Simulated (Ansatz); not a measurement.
Na₃H₃. Total charge 0; triplet. Geometry PBE0-D4/def2-TZVP; atoms count from 1.

```xyz
6

Na   -0.361   -2.464   -1.389
Na   -0.733    1.592   -1.407
Na    2.189    0.114    0.466
H    -1.348   -0.228    1.179
H     1.020    1.528   -0.393
H    -0.767   -0.542    1.544
```

In the triplet geometry the species has come apart into loosely held pieces. In the triplet, H4 and H6 lie 0.75 Å apart (atoms count from 1), so H2 has formed as a molecule. At PBE0-D4/def2-TZVP a singlet of charge 0 lies 1.26 eV below the triplet, each at its own geometry. The structure comes from a short search, and lower isomers may exist.

(1) Estimate the Mulliken populations from the PBE0/def2-TZVP orbitals of Ansatz.

(2) Where does the spin sit?

Answers

(1) 
| atom | charge (e) | spin (α − β) |
| --- | --- | --- |
| Na1 | 0.02 | 0.98 |
| Na2 | 0.17 | 0.48 |
| Na3 | 0.17 | 0.48 |
| H4 | 0.00 | 0.01 |
| H5 | -0.37 | 0.04 |
| H6 | 0.00 | 0.01 |
Mulliken values and Mayer orders depend strongly on the basis.

(2) Summed by element: Na 1.94, H 0.06, of 2 unpaired in all. Largest on single atoms: Na1 0.98, Na2 0.48, Na3 0.48.
